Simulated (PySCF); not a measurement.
SH⁺: from constants to spectrum

UHF-CCSD(T) constants of SH⁺, ³Σ⁻ (triplet), unpaired electrons π ↑↑ (H x2c-SVPall, S x2c-SVPall; spin-free X2C with a Gaussian nucleus (PySCF 2.14); masses 1.0078 and 31.9721 u):

* ωe: 2592.2 cm⁻¹
* ωexe: 50.6 cm⁻¹
* Be: 9.1642 cm⁻¹
* αe: 0.278 cm⁻¹
* D (centrifugal): 0.000458 cm⁻¹
* De to H + S⁺: 3.29 eV

**Question.** Give the vibrational terms G(v) and spacings up to v = 6.

**Answer.** G(v) = ωe(v+½) − ωexe(v+½)².

```csv
v,G(v) (cm⁻¹),G(v) − G(v−1),Bv (cm⁻¹)
0,1283,,9.025
1,3774,2491,8.747
2,6164,2390,8.469
3,8453,2289,8.191
4,10640,2187,7.913
5,12726,2086,7.635
6,14711,1985,7.357
```

**Question.** How well does the Morse estimate ωe²/(4ωexe) reproduce De, and what is D0?

**Answer.** It gives 4.12 eV, 125 % of the computed De. D0 = De − G(0) = 3.29 − 0.16 = 3.13 eV.

Correlated steps freeze 5 core orbitals. Correlated levels converge slowly with the basis: in double zeta they bind strong bonds too weakly, by up to about 1 eV, and carry superposition errors of some tenths. For an ion De counts to the pair picked by the measured ionisation energies or electron affinities, which need not be the lowest pair at this level. The state is the lowest determinant that a PBE0 search found; another state may lie lower at other levels.
